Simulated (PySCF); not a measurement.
Atoms are numbered as in `[CH2:1]=[CH:2][c:3]1[cH:4][cH+:5]1`; H(Xn) means a hydrogen on atom n. Ha(C1) is cis to C3; Hb(C1) is trans to C3.

Geometry: PBE0-D3(BJ)/def2-SVP; GIAO absolute shieldings from PySCF 2.14, gas phase, non-relativistic, averaged over equivalent atoms.

At PBE0/pcSseg-1 (110 basis functions, 5.9 s wall time on 1 thread of an Arm Neoverse V1, shared host):
```
 atoms  σ (ppm)
    C1     -0.2
    C3     12.6
    C4     16.4
    C5     16.5
    C2     62.8
 H(C4)    21.15
 H(C5)    21.20
Hb(C1)    22.77
Ha(C1)    22.84
 H(C2)    23.57
```

Predict the values at KT2/pcSseg-2 on the same geometry.

## Answers


```json
{"atoms": "C1", "σ at KT2/pcSseg-2": "8.7", "change": "+8.9"}
{"atoms": "C3", "σ at KT2/pcSseg-2": "19.8", "change": "+7.2"}
{"atoms": "C4", "σ at KT2/pcSseg-2": "23.7", "change": "+7.3"}
{"atoms": "C5", "σ at KT2/pcSseg-2": "23.7", "change": "+7.2"}
{"atoms": "C2", "σ at KT2/pcSseg-2": "65.2", "change": "+2.4"}
{"atoms": "H(C4)", "σ at KT2/pcSseg-2": "21.36", "change": "+0.21"}
{"atoms": "H(C5)", "σ at KT2/pcSseg-2": "21.42", "change": "+0.22"}
{"atoms": "Hb(C1)", "σ at KT2/pcSseg-2": "23.13", "change": "+0.36"}
{"atoms": "Ha(C1)", "σ at KT2/pcSseg-2": "23.18", "change": "+0.34"}
{"atoms": "H(C2)", "σ at KT2/pcSseg-2": "23.68", "change": "+0.11"}
```

The largest change is at C1 (terminal =CH2 carbon). Cost: 250 basis functions, 31 s wall time on 1 thread of an Arm Neoverse V1, shared host. The order of the carbon signals changes between the two levels.
